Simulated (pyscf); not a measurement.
`[BH]=[O]` + `[SiH4]` → `[O]=[B][SiH3]` + `[H][H]`, a four-centre exchange (singlet surface; B–H, H–Si broken, B–Si, H–H formed). Optimised with ωB97X-D3(BJ)/def2-SVP in PySCF. Energies in kcal/mol from the separated reactants.

Small-basis levels: PySCF, no dispersion term, spherical d functions. AM1 to PM7: differences of heats of formation from MOPAC, which are fitted to 298 K values and so differ in kind from electronic energies by zero-point and thermal terms. GFN2-xTB: tblite. Cost: rough CPU time at the saddle relative to B3LYP/6-31G*, from one job on a shared machine.

```json
[
 {"level": "B3LYP/3-21G", "barrier": "85.9", "reaction energy": "-0.6", "cost": "0.7"},
 {"level": "B3LYP/6-31G*", "barrier": "79.4", "reaction energy": "+4.2", "cost": "1"},
 {"level": "B3LYP/6-311+G**", "barrier": "78.2", "reaction energy": "+5.2", "cost": "2"},
 {"level": "PBE/def2-SVP", "barrier": "62.1", "reaction energy": "+2.2", "cost": "2"},
 {"level": "B3LYP/def2-SVP", "barrier": "76.1", "reaction energy": "+5.1", "cost": "1"},
 {"level": "GFN2-xTB", "barrier": "88.1", "reaction energy": "+24.0", "cost": "under 0.02"},
 {"level": "PM3", "barrier": "59.1", "reaction energy": "-27.9", "cost": "under 0.02"},
 {"level": "ωB97M-D3(BJ)/def2-TZVP", "barrier": "73.8", "reaction energy": "+4.2", "cost": "–"}
]
```

Against the last row the barrier runs from -14.8 (PM3) to +14.3 kcal/mol (GFN2-xTB). ωB97M-D3(BJ)/def2-TZVP has limits of its own. The same reactants have a lower exit, to H₂B–O–SiH₃ (barrier +17.6 kcal/mol at ωB97M-D3(BJ)/def2-TZVP, against +73.8 kcal/mol here). One saddle was located; it need not be the lowest between these sides.
